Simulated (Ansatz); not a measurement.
A short molecular-dynamics run on `FCCOCF`.

```yaml
crystal:
  periodic: [false, false, false]
  atoms:
    - {symbol: F, position_ang: [0.955872, -1.833914, -1.314185]}
    - {symbol: C, position_ang: [0.017848, -1.756801, -0.305485]}
    - {symbol: C, position_ang: [0.086461, -0.427371, 0.382216]}
    - {symbol: O, position_ang: [-0.402988, 0.569507, -0.492412]}
    - {symbol: C, position_ang: [-0.119667, 1.846482, -0.108679]}
    - {symbol: F, position_ang: [-0.834035, 2.198885, 1.022203]}
    - {symbol: H, position_ang: [-0.970383, -1.907663, -0.748940]}
    - {symbol: H, position_ang: [0.222068, -2.556521, 0.412984]}
    - {symbol: H, position_ang: [-0.517635, -0.465237, 1.296531]}
    - {symbol: H, position_ang: [1.125152, -0.207038, 0.663804]}
    - {symbol: H, position_ang: [-0.427132, 2.509696, -0.918425]}
    - {symbol: H, position_ang: [0.941439, 1.974875, 0.144588]}
basis:
  gaussian: {orbitals: "6-31G*"}
hamiltonian: {xc: {name: r2SCAN}, dispersion: rvv10}
md: {timestep: 0.5 fs, n_steps: 50, ensemble: nve, temperature: 1000, initial_velocities: maxwell_boltzmann, seed: 582}
```

```sh
$ ansatz run in.yaml --threads 4 --pin off --events-out ev --progress --plain --max-ram 10444MiB
```

```
step  time (fs)  potential energy (eV)  kinetic (eV)  T (K)  conserved (eV)
   0        0.0            -10681.2990        1.2926   1000     -10680.0064
   1        0.5            -10681.2652        1.2593    974     -10680.0059
   2        1.0            -10681.1704        1.1657    902     -10680.0047
   3        1.5            -10681.0333        1.0303    797     -10680.0031
   4        2.0            -10680.8793        0.8777    679     -10680.0015
   5        2.5            -10680.7322        0.7318    566     -10680.0004
   6        3.0            -10680.6099        0.6100    472     -10679.9999
   7        3.5            -10680.5211        0.5213    403     -10679.9998
   8        4.0            -10680.4670        0.4670    361     -10680.0000
   9        4.5            -10680.4437        0.4433    343     -10680.0004
  10        5.0            -10680.4445        0.4436    343     -10680.0009
  11        5.5            -10680.4610        0.4594    355     -10680.0015
  12        6.0            -10680.4837        0.4815    373     -10680.0022
  13        6.5            -10680.5036        0.5010    388     -10680.0026
  14        7.0            -10680.5151        0.5125    397     -10680.0026
  15        7.5            -10680.5204        0.5185    401     -10680.0019
  16        8.0            -10680.5316        0.5309    411     -10680.0006
  17        8.5            -10680.5680        0.5684    440     -10679.9996
  18        9.0            -10680.6457        0.6463    500     -10679.9995
  19        9.5            -10680.7658        0.7651    592     -10680.0008
  20       10.0            -10680.9084        0.9054    700     -10680.0030
  21       10.5            -10681.0391        1.0339    800     -10680.0052
  22       11.0            -10681.1234        1.1168    864     -10680.0066
  23       11.5            -10681.1396        1.1329    876     -10680.0067
  24       12.0            -10681.0846        1.0789    835     -10680.0058
  25       12.5            -10680.9722        0.9680    749     -10680.0041
  26       13.0            -10680.8271        0.8248    638     -10680.0023
  27       13.5            -10680.6776        0.6768    524     -10680.0008
  28       14.0            -10680.5478        0.5480    424     -10679.9998
  29       14.5            -10680.4533        0.4539    351     -10679.9994
  30       15.0            -10680.3998        0.4001    310     -10679.9996
  31       15.5            -10680.3843        0.3841    297     -10680.0002
  32       16.0            -10680.3983        0.3973    307     -10680.0009
  33       16.5            -10680.4297        0.4279    331     -10680.0018
  34       17.0            -10680.4645        0.4618    357     -10680.0027
  35       17.5            -10680.4891        0.4857    376     -10680.0034
  36       18.0            -10680.4939        0.4904    379     -10680.0036
  37       18.5            -10680.4788        0.4760    368     -10680.0029
  38       19.0            -10680.4569        0.4555    352     -10680.0013
  39       19.5            -10680.4527        0.4530    350     -10679.9997
  40       20.0            -10680.4919        0.4928    381     -10679.9990
  41       20.5            -10680.5841        0.5841    452     -10680.0000
  42       21.0            -10680.7136        0.7111    550     -10680.0025
  43       21.5            -10680.8430        0.8379    648     -10680.0050
  44       22.0            -10680.9318        0.9251    716     -10680.0067
  45       22.5            -10680.9536        0.9469    733     -10680.0068
  46       23.0            -10680.9044        0.8988    695     -10680.0057
  47       23.5            -10680.7994        0.7955    615     -10680.0039
  48       24.0            -10680.6648        0.6627    513     -10680.0021
  49       24.5            -10680.5284        0.5277    408     -10680.0006
  50       25.0            -10680.4126        0.4129    319     -10679.9998
```

Velocities are drawn at the set temperature; a run this short doesn't reach equilibrium.

Frames (Å, forces in eV/Å):

```xyz
12
time=0.0 fs
F     0.956   -1.834   -1.314    0.250    0.085   -0.258
C     0.018   -1.757   -0.305   -0.058   -0.133   -0.027
C     0.086   -0.427    0.382    0.025   -0.035    0.258
O    -0.403    0.570   -0.492   -0.191   -0.224   -0.570
C    -0.120    1.846   -0.109    0.091    0.281    0.116
F    -0.834    2.199    1.022   -0.163    0.047    0.314
H    -0.970   -1.908   -0.749   -0.179   -0.004    0.004
H     0.222   -2.557    0.413   -0.021   -0.103    0.156
H    -0.518   -0.465    1.297   -0.086    0.039    0.151
H     1.125   -0.207    0.664    0.159    0.013    0.045
H    -0.427    2.510   -0.918   -0.014    0.023   -0.163
H     0.941    1.975    0.145    0.187    0.011   -0.027
12
time=1.5 fs
F     0.949   -1.833   -1.308    1.041    0.192   -0.898
C     0.019   -1.760   -0.313    0.191   -0.240    0.118
C     0.081   -0.440    0.382    1.735    0.763   -0.216
O    -0.394    0.562   -0.492   -0.214   -0.002   -0.508
C    -0.123    1.850   -0.119    0.362    0.529    0.100
F    -0.834    2.210    1.029    0.037   -0.141    0.024
H    -0.938   -1.890   -0.828   -0.394   -0.175    0.572
H     0.282   -2.555    0.400   -0.578   -0.070    0.089
H    -0.485   -0.460    1.270   -1.243   -0.106    1.364
H     1.127   -0.175    0.747   -0.644   -0.436   -0.655
H    -0.541    2.498   -0.954    1.061   -0.558    0.840
H     0.989    1.951    0.187   -1.353    0.244   -0.830
12
time=3.0 fs
F     0.943   -1.831   -1.304    1.798    0.277   -1.508
C     0.020   -1.763   -0.321    0.141   -0.372    0.289
C     0.079   -0.452    0.382    2.085    1.355    0.188
O    -0.385    0.555   -0.493   -0.226    0.180   -0.437
C    -0.125    1.855   -0.128    0.039    0.274    0.307
F    -0.833    2.221    1.036    0.209   -0.282   -0.242
H    -0.914   -1.875   -0.896   -0.452   -0.281    1.110
H     0.329   -2.554    0.390   -1.023   -0.034    0.022
H    -0.478   -0.458    1.271   -1.558   -0.212    1.424
H     1.117   -0.152    0.816   -0.884   -0.717   -1.141
H    -0.633    2.475   -0.973    1.763   -0.664    1.239
H     1.010    1.932    0.213   -1.893    0.476   -1.252
12
time=4.5 fs
F     0.939   -1.830   -1.301    2.387    0.321   -1.991
C     0.022   -1.767   -0.328   -0.073   -0.386    0.475
C     0.080   -0.461    0.382    1.019    1.658    1.549
O    -0.376    0.548   -0.494   -0.268    0.265   -0.378
C    -0.127    1.861   -0.137   -0.495   -0.329    0.732
F    -0.832    2.232    1.043    0.311   -0.378   -0.433
H    -0.899   -1.867   -0.939   -0.464   -0.327    1.463
H     0.354   -2.555    0.380   -1.255   -0.078    0.028
H    -0.503   -0.459    1.300   -0.891   -0.301    0.147
H     1.088   -0.145    0.861   -0.614   -0.791   -1.290
H    -0.688    2.438   -0.965    1.952   -0.337    1.020
H     0.991    1.923    0.212   -1.609    0.685   -1.322
12
time=6.0 fs
F     0.938   -1.828   -1.300    2.682    0.319   -2.244
C     0.023   -1.772   -0.335   -0.290   -0.218    0.695
C     0.083   -0.467    0.385   -0.563    1.558    2.388
O    -0.368    0.542   -0.495   -0.334    0.265   -0.310
C    -0.130    1.865   -0.145   -1.212   -1.197    1.344
F    -0.831    2.243    1.049    0.353   -0.449   -0.551
H    -0.895   -1.865   -0.952   -0.501   -0.326    1.518
H     0.353   -2.557    0.370   -1.242   -0.211    0.107
H    -0.547   -0.468    1.332   -0.081   -0.342   -1.063
H     1.046   -0.154    0.880    0.111   -0.640   -1.035
H    -0.702    2.395   -0.937    1.514    0.379    0.167
H     0.938    1.930    0.184   -0.439    0.862   -1.017
12
time=7.5 fs
F     0.940   -1.825   -1.302    2.599    0.268   -2.198
C     0.024   -1.777   -0.340   -0.402    0.071    0.937
C     0.085   -0.471    0.392   -2.151    1.009    2.105
O    -0.360    0.535   -0.497   -0.373    0.288   -0.196
C    -0.136    1.868   -0.150   -2.150   -2.224    2.087
F    -0.829    2.253    1.054    0.391   -0.529   -0.666
H    -0.901   -1.871   -0.932   -0.558   -0.279    1.252
H     0.326   -2.564    0.363   -1.007   -0.361    0.202
H    -0.594   -0.483    1.343    0.448   -0.293   -1.555
H     1.008   -0.176    0.876    1.190   -0.278   -0.406
H    -0.685    2.360   -0.907    0.460    1.333   -1.195
H     0.878    1.954    0.134    1.551    0.996   -0.369
12
time=9.0 fs
F     0.945   -1.823   -1.306    2.137    0.168   -1.850
C     0.025   -1.781   -0.343   -0.412    0.303    1.165
C     0.083   -0.473    0.403   -2.988    0.316    1.214
O    -0.352    0.529   -0.499   -0.363    0.447   -0.026
C    -0.145    1.866   -0.152   -2.443   -2.622    2.446
F    -0.827    2.262    1.059    0.463   -0.651   -0.844
H    -0.920   -1.882   -0.886   -0.557   -0.179    0.753
H     0.277   -2.578    0.360   -0.620   -0.399    0.218
H    -0.631   -0.505    1.321    0.644   -0.163   -1.372
H     0.995   -0.205    0.864    1.904    0.049    0.167
H    -0.657    2.353   -0.901   -0.396    1.773   -1.969
H     0.850    2.000    0.076    2.632    0.958    0.098
12
time=10.5 fs
F     0.952   -1.820   -1.313    1.398    0.037   -1.281
C     0.024   -1.786   -0.345   -0.468    0.312    1.320
C     0.076   -0.474    0.415   -1.983   -0.107    0.300
O    -0.346    0.524   -0.501   -0.343    0.714    0.176
C    -0.159    1.860   -0.149   -1.161   -1.302    1.522
F    -0.825    2.270    1.063    0.539   -0.817   -1.061
H    -0.950   -1.898   -0.823   -0.369   -0.026    0.184
H     0.214   -2.601    0.362   -0.152   -0.235    0.095
H    -0.655   -0.530    1.271    0.399    0.001   -0.536
H     1.020   -0.233    0.854    1.262    0.053    0.163
H    -0.636    2.382   -0.934   -0.232    0.959   -0.988
H     0.874    2.066    0.019    1.111    0.412    0.105
12
time=12.0 fs
F     0.961   -1.817   -1.320    0.553   -0.096   -0.613
C     0.023   -1.790   -0.344   -0.688    0.115    1.348
C     0.066   -0.475    0.429    0.414   -0.302   -0.808
O    -0.339    0.520   -0.503   -0.342    0.953    0.384
C    -0.174    1.852   -0.144    0.493    0.822   -0.143
F    -0.822    2.278    1.065    0.572   -0.992   -1.238
H    -0.987   -1.913   -0.757    0.038    0.164   -0.326
H     0.149   -2.628    0.366    0.337    0.071   -0.111
H    -0.671   -0.555    1.210   -0.345    0.116    0.816
H     1.071   -0.260    0.847   -0.248   -0.078   -0.123
H    -0.619    2.431   -0.988    0.167   -0.335    0.615
H     0.921    2.139   -0.036   -0.952   -0.438    0.201
12
time=13.5 fs
F     0.971   -1.814   -1.329   -0.238   -0.203    0.037
C     0.020   -1.793   -0.340   -0.963   -0.104    1.221
C     0.056   -0.477    0.441    2.290   -0.477   -1.737
O    -0.333    0.517   -0.505   -0.357    1.057    0.573
C    -0.189    1.846   -0.138    1.556    2.331   -1.365
F    -0.818    2.284    1.067    0.541   -1.126   -1.318
H    -1.024   -1.925   -0.697    0.492    0.342   -0.744
H     0.091   -2.654    0.367    0.781    0.345   -0.268
H    -0.694   -0.578    1.166   -0.920    0.178    1.796
H     1.118   -0.289    0.838   -1.411   -0.080   -0.214
H    -0.600    2.474   -1.029    0.160   -1.180    1.544
H     0.949    2.204   -0.086   -1.930   -1.084    0.475
12
time=15.0 fs
F     0.980   -1.812   -1.338   -0.880   -0.270    0.599
C     0.016   -1.797   -0.334   -1.081   -0.169    0.923
C     0.050   -0.480    0.450    2.180   -0.737   -1.611
O    -0.328    0.515   -0.506   -0.388    0.990    0.715
C    -0.201    1.843   -0.136    2.061    2.915   -1.833
F    -0.814    2.290    1.066    0.442   -1.180   -1.279
H    -1.051   -1.930   -0.654    0.767    0.449   -1.058
H     0.049   -2.673    0.363    1.098    0.447   -0.281
H    -0.735   -0.596    1.159   -0.330    0.315    1.467
H     1.135   -0.319    0.825   -1.758    0.057   -0.060
H    -0.577    2.492   -1.039   -0.181   -1.426    1.658
H     0.937    2.246   -0.125   -1.933   -1.391    0.761
12
time=16.5 fs
F     0.988   -1.809   -1.345   -1.341   -0.287    1.047
C     0.009   -1.801   -0.327   -0.908   -0.009    0.451
C     0.048   -0.484    0.456    0.600   -0.970   -1.011
O    -0.323    0.515   -0.505   -0.434    0.773    0.799
C    -0.209    1.845   -0.136    2.030    2.503   -1.489
F    -0.809    2.293    1.064    0.285   -1.148   -1.123
H    -1.061   -1.926   -0.633    0.765    0.446   -1.239
H     0.031   -2.683    0.352    1.228    0.335   -0.138
H    -0.783   -0.608    1.182    0.867    0.481    0.458
H     1.116   -0.348    0.811   -1.234    0.272    0.283
H    -0.559    2.480   -1.014   -0.750   -1.071    0.994
H     0.885    2.259   -0.149   -1.109   -1.324    0.968
12
time=18.0 fs
F     0.995   -1.807   -1.352   -1.623   -0.253    1.379
C     0.002   -1.805   -0.319   -0.423    0.321   -0.151
C     0.047   -0.489    0.460   -1.346   -1.012   -0.798
O    -0.319    0.516   -0.504   -0.484    0.468    0.830
C    -0.214    1.852   -0.139    1.180    0.910   -0.241
F    -0.803    2.296    1.061    0.090   -1.050   -0.868
H    -1.055   -1.912   -0.638    0.515    0.324   -1.256
H     0.039   -2.686    0.340    1.144    0.080    0.090
H    -0.812   -0.610    1.215    1.617    0.531   -0.308
H     1.072   -0.370    0.803    0.086    0.508    0.771
H    -0.558    2.447   -0.969   -1.487   -0.085   -0.467
H     0.811    2.244   -0.151    0.730   -0.742    1.019
12
time=19.5 fs
F     1.000   -1.806   -1.357   -1.741   -0.174    1.601
C    -0.007   -1.809   -0.311    0.261    0.614   -0.761
C     0.044   -0.497    0.463   -2.615   -0.796   -0.900
O    -0.315    0.517   -0.502   -0.538    0.158    0.827
C    -0.216    1.860   -0.142   -0.377   -1.045    1.051
F    -0.798    2.297    1.057   -0.116   -0.940   -0.544
H    -1.039   -1.891   -0.670    0.172    0.110   -1.090
H     0.071   -2.686    0.328    0.859   -0.130    0.255
H    -0.808   -0.601    1.243    1.645    0.455   -0.607
H     1.029   -0.382    0.812    1.399    0.651    1.139
H    -0.588    2.412   -0.934   -1.952    0.905   -1.827
H     0.753    2.214   -0.132    3.002    0.193    0.856
12
time=21.0 fs
F     1.003   -1.804   -1.360   -1.712   -0.061    1.717
C    -0.015   -1.811   -0.305    0.892    0.623   -1.261
C     0.036   -0.506    0.464   -1.815   -0.243   -0.829
O    -0.312    0.519   -0.498   -0.619   -0.098    0.810
C    -0.220    1.867   -0.144   -0.802   -1.168    0.692
F    -0.793    2.298    1.053   -0.314   -0.862   -0.194
H    -1.018   -1.868   -0.725   -0.019   -0.143   -0.711
H     0.121   -2.690    0.323    0.408   -0.090    0.216
H    -0.769   -0.582    1.258    0.972    0.294   -0.408
H     1.015   -0.381    0.844    1.288    0.539    0.871
H    -0.658    2.394   -0.936   -1.241    0.720   -1.355
H     0.757    2.186   -0.095    2.963    0.489    0.452
12
time=22.5 fs
F     1.004   -1.803   -1.362   -1.557    0.071    1.733
C    -0.022   -1.812   -0.301    1.280    0.344   -1.662
C     0.025   -0.515    0.464    0.581    0.558   -0.690
O    -0.310    0.521   -0.493   -0.719   -0.247    0.774
C    -0.224    1.872   -0.145    0.359   -0.038   -0.461
F    -0.788    2.297    1.048   -0.464   -0.805    0.095
H    -0.997   -1.848   -0.796    0.053   -0.372   -0.128
H     0.180   -2.694    0.321   -0.138    0.170    0.007
H    -0.710   -0.556    1.266   -0.234    0.102    0.299
H     1.026   -0.368    0.894    0.078    0.203    0.028
H    -0.753    2.390   -0.964    0.311   -0.106    0.198
H     0.819    2.169   -0.049    0.448    0.120   -0.192
12
time=24.0 fs
F     1.003   -1.801   -1.361   -1.297    0.201    1.649
C    -0.026   -1.813   -0.299    1.454    0.031   -1.994
C     0.015   -0.523    0.463    2.476    1.297   -0.598
O    -0.309    0.522   -0.488   -0.791   -0.301    0.699
C    -0.228    1.877   -0.146    1.240    0.446   -1.004
F    -0.784    2.295    1.043   -0.538   -0.734    0.291
H    -0.975   -1.836   -0.869    0.210   -0.531    0.521
H     0.236   -2.696    0.320   -0.643    0.402   -0.186
H    -0.657   -0.528    1.280   -1.271   -0.055    0.974
H     1.039   -0.351    0.944   -0.820   -0.134   -0.766
H    -0.843    2.385   -0.990    1.525   -0.549    1.172
H     0.893    2.154   -0.007   -1.546   -0.072   -0.757
12
time=25.0 fs
F     1.002   -1.800   -1.360   -1.075    0.278    1.539
C    -0.027   -1.813   -0.301    1.510   -0.076   -2.145
C     0.011   -0.528    0.461    2.786    1.673   -0.200
O    -0.308    0.522   -0.483   -0.820   -0.326    0.612
C    -0.229    1.880   -0.148    1.455    0.343   -1.012
F    -0.781    2.294    1.040   -0.564   -0.668    0.403
H    -0.958   -1.834   -0.912    0.233   -0.586    0.883
H     0.267   -2.692    0.317   -0.886    0.432   -0.229
H    -0.634   -0.511    1.299   -1.419   -0.152    0.877
H     1.039   -0.341    0.970   -1.013   -0.291   -1.098
H    -0.886    2.376   -0.994    1.956   -0.579    1.362
H     0.926    2.143    0.013   -2.162   -0.047   -0.993
```

Hardware: 4 threads of an Intel Xeon Platinum 8488C on a shared host. Wall time 100 s, peak host memory 0.26 GiB.
